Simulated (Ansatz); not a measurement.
Ideal-gas functions of `C1=C[SiH2]1` at 600 K and 1 bar, from an Ansatz frequency run at PBE0-D4/def2-TZVP.

Molar mass 56.14 g/mol, point group C2v (symmetry number 2), electronic degeneracy 1, moments of inertia 17.84, 50.384, 62.179 u Å². Harmonic wavenumbers (cm⁻¹, unscaled): 579, 599, 655, 708, 730, 801, 917, 983, 990, 1133, 1559, 2235, 2241, 3196, 3220.

Use S(trans) = R[1.5 ln M + 2.5 ln T − 1.1517]; rotational temperatures θ = 24.2544 K / I; S(rot) = R[ln(√π/σ · √(T³/θAθBθC)) + 1.5]; for each mode x = 1.438777 ν̃/T, S = R[x/(eˣ − 1) − ln(1 − e⁻ˣ)] and H = RT x/(eˣ − 1); 1 cm⁻¹ = 0.0119627 kJ/mol; R = 8.31446 J/(mol·K).

By hand: the entropy, in J/(mol·K).

Translation 173.6. Rotation: θ = 1.3596, 0.4814, 0.3901 K, giving 96.9. Vibration, mode by mode: 6.22, 5.98, 5.37, 4.85, 4.65, 4.06, 3.26, 2.88, 2.84, 2.17, 0.96, 0.25, 0.25, 0.03, 0.03, in all 43.8. Electronic 0.0. Sum 314.3 J/(mol·K).

By hand: H − E and G − E in kJ/mol, counted from the electronic energy.

Zero-point energy ½ × 20546 × 0.0119627 = 122.9; thermal vibration 17.5; translation, rotation and pV give 4 RT = 20.0. H − E = 160.4 kJ/mol, and G − E = 160.4 − 600 × 314.3/1000 = -28.2 kJ/mol.

Vibration gives 14 % of the entropy.
